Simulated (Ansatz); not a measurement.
**What a trial cell of Ir relaxes into**

All numbers below come from Ansatz, DFT r2SCAN, scalar-relativistic, plane waves, PAW. Cutoff 500 eV, Γ-centred k mesh, Gaussian smearing, no spin polarisation in the final step.

The start puts Ir on the dhcp structure type (P6_3/mmc, No. 194), at a guessed volume.

```yaml
crystal:
  lattice:
    - [2.79895, 0.00000, 0.00000]
    - [-1.39948, 2.42396, 0.00000]
    - [0.00000, 0.00000, 9.02718]
  atoms:
    - { symbol: Ir, position: [0.00000, 0.00000, 0.00000] }
    - { symbol: Ir, position: [0.00000, 0.00000, 0.50000] }
    - { symbol: Ir, position: [0.33333, 0.66667, 0.75000] }
    - { symbol: Ir, position: [0.66667, 0.33333, 0.25000] }
```

Steps on the 9×9×2 mesh (4 atoms). 5 of 6 steps are shown, and the free energy counts from the last. Trial steps that were taken back and renewals of the plane-wave basis can be among the rows.

| step | ΔF (meV/atom) | V (Å³/atom) | P (GPa) |
| --- | --- | --- | --- |
| 1 | 82.8 | 15.31 | -22.77 |
| 2 | 90.9 | 13.25 | 32.27 |
| 3 | 1.3 | 14.38 | -3.85 |
| 4 | -0.6 | 14.21 | 0.65 |
| 6 | 0.0 | 14.23 | -0.06 |

A final relaxation ran on a 21×21×6 mesh. The relaxed crystal, P6_3/mmc (No. 194):

```cif
data_structure
_symmetry_space_group_name_H-M 'P6_3/mmc'
_symmetry_Int_Tables_number 194
_cell_length_a 2.7208
_cell_length_b 2.7208
_cell_length_c 8.8770
_cell_angle_alpha 90.000
_cell_angle_beta 90.000
_cell_angle_gamma 120.000
_cell_volume 56.91
loop_
_atom_site_label
_atom_site_type_symbol
_atom_site_symmetry_multiplicity
_atom_site_Wyckoff_symbol
_atom_site_fract_x
_atom_site_fract_y
_atom_site_fract_z
_atom_site_occupancy
Ir1 Ir 2 a 0.00000 0.00000 0.00000 1
Ir2 Ir 2 d 0.33333 0.66667 0.75000 1
```

| Item | Value |
| --- | --- |
| Volume per atom | 14.23 Å³ |
| Density | 22.43 g/cm³ |
| Energy over the standard structure | 0.04 eV/atom |
| Gap on the 21×21×6 mesh | 0 eV (a metal) |

Energies count from the standard state of Ir at the same level.

The final run used a 21×21×6 mesh on its 4-atom cell and 0.10 eV smearing. For metals, differences of a few meV/atom aren't resolved. Spin–orbit coupling is left out.

Symmetry constrained the relaxation, so the result can be a saddle point.